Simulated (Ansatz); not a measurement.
**SiH4 (triplet): from Hartree-Fock to the top rungs, cc-pVTZ**

How much of the correlation energy of SiH4 (triplet) does each wave-function method recover here?

Program: Ansatz 0.2.0, Gaussian basis. Level of theory: cc-pVTZ, core rule «outside noble gas», up to 5 orbitals frozen. These are calculated values, not measurements.

To be run: UHF; CCSD(T) on ROHF; CCSD(T) on UHF; BCCD(T) on ROHF; CCSDT(Q) on ROHF; CCSDT(Q) on UHF; CASSCF and MRCISD+Q, 8 electrons in 8 orbitals; CASSCF and NEVPT2, 8 electrons in 8 orbitals.

5 further runs of the same task are left out: 5 set aside as unsound or not needed.

### 1 The system

The geometry is a PBE0/def2-TZVP stationary point (not a proven minimum).

5 atoms, charge 0, spin multiplicity 3.

Atoms are counted from 1 here; the program's logs count them from 0.

Bond lengths: Si1–H2 1.529 Å, Si1–H3 1.529 Å, Si1–H4 1.529 Å, Si1–H5 1.529 Å. Angles: H2–Si1–H3 90.0°, H2–Si1–H4 90.0°, H2–Si1–H5 180.0°, H3–Si1–H4 180.0°, H3–Si1–H5 90.0°, H4–Si1–H5 90.0°.

### 2 UHF

The input, in.yaml:

```yaml
crystal:
  periodic: [false, false, false]
  atoms:
    - {symbol: Si, position_ang: [0.000000, 0.000000, 0.000000]}
    - {symbol: H, position_ang: [-0.011525, 1.085107, 1.077576]}
    - {symbol: H, position_ang: [-0.016497, -1.077632, 1.084987]}
    - {symbol: H, position_ang: [0.016497, 1.077632, -1.084987]}
    - {symbol: H, position_ang: [0.011525, -1.085107, -1.077576]}
basis:
  gaussian: {orbitals: cc-pVTZ}
magnetization: {spin_polarized: true, initial_magnetization: 2}
hamiltonian: {xc: hf}
output: {orbitals: {seedname: orbitals}}
```

Started as:

```bash
> ansatz run in.yaml --threads 1 --pin off --events-out ev --progress --plain --max-ram 2560MiB --backend cpu
```

Further steps of the session: CCSD(T) on ROHF; CCSD(T) on UHF; BCCD(T) on ROHF; CCSDT(Q) on ROHF; CCSDT(Q) on UHF; CASSCF and MRCISD+Q, 8 electrons in 8 orbitals; CASSCF and NEVPT2, 8 electrons in 8 orbitals.

Q: Predict the results of all the runs planned. Wanted: UCCSDT(Q) below the RHF energy; RMP2 from UCCSDT(Q); UMP2 from UCCSDT(Q); RCCSD from UCCSDT(Q); RCCSD(T) from UCCSDT(Q); UCCSD(T) from UCCSDT(Q); RCCSDT(Q) from UCCSDT(Q); NEVPT2 valence from UCCSDT(Q); MRCISD+Q valence from UCCSDT(Q).

**Answer**, as computed:

| quantity | value |
| --- | --- |
| UCCSDT(Q) below the RHF energy | -5.3502 eV |
| RMP2 from UCCSDT(Q) | +1016.8 meV |
| UMP2 from UCCSDT(Q) | +1062.2 meV |
| RCCSD from UCCSDT(Q) | +231.9 meV |
| RCCSD(T) from UCCSDT(Q) | +42.0 meV |
| UCCSD(T) from UCCSDT(Q) | +43.0 meV |
| RCCSDT(Q) from UCCSDT(Q) | +0.7 meV |
| NEVPT2 valence from UCCSDT(Q) | +901.8 meV |
| MRCISD+Q valence from UCCSDT(Q) | +31.4 meV |
| levels within 1 kcal/mol (43 meV) | RCCSD(T), UCCSD(T), BCCD(T), RCCSDT, UCCSDT, RCCSDT(Q), MRCISD+Q valence |
| T1 diagnostic | 0.018 |
| effectively unpaired electrons | 2.03 |

In words: RCCSD(T) lands +42.0 meV from the yardstick (0.8 % of the correlation energy). One determinant dominates. Of the multireference levels listed MRCISD+Q valence comes nearest in total energy (+31.4 meV), which doesn't show that its space is the better one. These misses are within one basis, not against nature; the frozen cores of restricted and unrestricted runs differ, which can shift their rows.
